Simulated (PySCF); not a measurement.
Difluoromethylene, CF2 (singlet state).
Atom-mapped SMILES: `[F:1][C:2][F:3]`

The same species was optimised twice, with GFN2-xTB and with PBE0-D3(BJ)/def2-SVP (PySCF), and the same property calculations (PySCF, gas phase) were run on both structures.

```
  coordinate  GFN2-xTB  PBE0-D3(BJ)/def2-SVP  change
   F1–C2 (Å)     1.302                 1.292  -0.010
   C2–F3 (Å)     1.302                 1.292  -0.010
F1–C2–F3 (°)     105.6                 104.8    -0.8
```

Rotational constants: A = 89375, B = 12381, C = 10874 MHz (GFN2-xTB) against A = 89167, B = 12690, C = 11109 MHz (PBE0-D3(BJ)/def2-SVP). Point groups within 0.08 Å: C2v and C2v.

On the GFN2-xTB structure: HOMO (eV) -8.71 [PBE0/pcSseg-1]; LUMO (eV) -2.24 [PBE0/pcSseg-1]; dipole (D) 0.64 [PBE0/pcSseg-1]; GIAO shielding of F1/F3 (mean) (ppm) -83.0 [PBE0/pcSseg-1]; GIAO shielding of C2 (ppm) -142.8 [PBE0/pcSseg-1].

**Question.** What do these properties become on the PBE0-D3(BJ)/def2-SVP structure?

**Answer.** 
```csv
property,level,on GFN2-xTB,on PBE0-D3(BJ)/def2-SVP,change
HOMO (eV),PBE0/pcSseg-1,-8.71,-8.67,+0.04
LUMO (eV),PBE0/pcSseg-1,-2.24,-2.14,+0.10
dipole (D),PBE0/pcSseg-1,0.64,0.66,+0.02
"energy, GFN2-xTB geometry as zero (kcal/mol)",PBE0/pcSseg-1,0.0,0.0,0.0
GIAO shielding of F1/F3 (mean) (ppm),PBE0/pcSseg-1,-83.0,-73.3,+9.7
GIAO shielding of C2 (ppm),PBE0/pcSseg-1,-142.8,-136.9,+5.9
```

The heavy atoms differ by 0.010 Å rms after alignment. Among all bonds F1–C2 and C2–F3 change most and about equally (-0.010 Å). Changes are differences of the printed values. Neither structure is proved a minimum here.
